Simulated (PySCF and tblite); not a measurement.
C₃H₄F₂, numbered as in [F:1]/[CH:2]=[CH:3]/[CH2:4][F:5].

The ensemble was built from 60 distance-geometry starts (ETKDG, MMFF94s, GFN2-xTB) and rests on GFN2-xTB geometries. Weights use PBE0-D3(BJ)/def2-TZVP (IEF-PCM, cyclohexane) energies plus GFN2-xTB zero-point and thermal terms (modes under about 100 cm⁻¹ blended into free rotors). Symmetry numbers and mirror images are counted. Conformers within 3 kcal/mol (GFN2-xTB free energy) were kept, 6 at most. Couplings: B3LYP/pcJ-1. Couplings are for ¹³C, ¹⁹F, ¹H. Run with PySCF (density fitting) and tblite.

Torsions listed: C2–C3–C4–F5. Of a mirror pair one member is shown.

| conformer | shape | weight % |
| --- | --- | --- |
| 1 | 123° | 84.7 |
| 2 | 0° | 15.3 |

Dihedral angles along the coupling paths:

```csv
coupling,conformer,dihedral (°)
"³J(F1,H3)",1,-2
"³J(F1,H3)",2,0
"³J(H3,F5)",1,-56
"³J(H3,F5)",2,-180
"³J(H2,H3)",1,179
"³J(H2,H3)",2,180
```

(1) What are these vicinal couplings in each conformer, and averaged?

The minima are those of GFN2-xTB; planar forms about aryl–S or allylic bonds may be saddles in DFT.

Computed couplings to fluorine can be off by tens of per cent at such levels.

## Answers

(1) 
```tsv
coupling	conformer	dihedral (°)	J (Hz)	average (Hz)
³J(F1,H3)	1	-2	16.1	16.1
³J(F1,H3)	2	0	16.3	16.1
³J(H3,F5)	1	-56	8.8	11.7
³J(H3,F5)	2	-180	28.1	11.7
³J(H2,H3)	1	179	12.3	12.3
³J(H2,H3)	2	180	12.2	12.3
```
